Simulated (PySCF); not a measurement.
C₄H₉O (doublet state).
Cartesian coordinates in Å at the PBE0-D3(BJ)/def2-SVP level; atoms count from 1:
```
atom  x, y, z in Å
C1     2.3704    0.1447   -0.0569
C2     0.9432    0.4597    0.1764
O3     0.1970   -0.5663    0.6503
C4    -1.1691   -0.2937    0.8575
C5    -1.9551   -0.2437   -0.4365
H6     2.9184   -0.0670    0.8840
H7     2.8744    0.9855   -0.5548
H8     2.4743   -0.7492   -0.6933
H9     0.6301    1.4671    0.4907
H10   -1.5416   -1.0998    1.5077
H11   -1.2784    0.6574    1.4152
H12   -1.8570   -1.1933   -0.9835
H13   -1.5858    0.5638   -1.0865
H14   -3.0223   -0.0661   -0.2347
```

The hyperfine couplings belong to this conformer and change with its torsions.

Identity: `C[CH]OCC` [radical].

Computed, not measured: UKS B3LYP, IGLO-III on C O, pcH-1 on H, non-relativistic, mean-field spin-orbit, GIAO in PySCF. Geometry: PBE0-D3(BJ)/def2-SVP, one conformer, isolated molecule. Stability of the SCF solution: not tested.

The Mulliken spin populations are largest on C2 (+0.92), O3 (+0.10), C1 (-0.08) and H6 (+0.07). No atom but C2 exceeds +0.15. The positive populations add up to 1.13 and the negative ones to -0.13, together 2S = 1. The angles at C2 add up to 352.0°, so it is slightly pyramidal.

(1) How do the β-proton couplings of this frozen conformer go with θ, the angle between the C–H bond and the normal to the plane of the spin centre's three neighbours, both seen down the bond from centre to carbon?

(2) What would the freely rotating methyl group on C1 show?

Results:

(1) 
| β H | on | centre | θ (°) | cos²θ | a (G) |
| --- | --- | --- | --- | --- | --- |
| H6 | C1 | C2 | 9 | 0.97 | +46.05 |
| H7 | C1 | C2 | 69 | 0.13 | +4.27 |
| H8 | C1 | C2 | 51 | 0.39 | +17.67 |

Fitting the Heller–McConnell form a = ρ(B0 + B2 cos²θ), with Mulliken ρ = 0.92, gives B0 = -2.1 G and B2 = 53.7 G, with a largest miss of 0.3 G. By this fit the coupling would be 47.4 G at θ = 0° and -1.9 G at 90°.

(2) Three equal couplings, a 1:3:3:1 quartet. The mean of the three values of this geometry estimates the splitting: 22.7 G, or 63.5 MHz (three bonds 120° apart have a mean cos²θ of 1/2 at any torsion).

Couplings in gauss use g_iso = 2.0032.
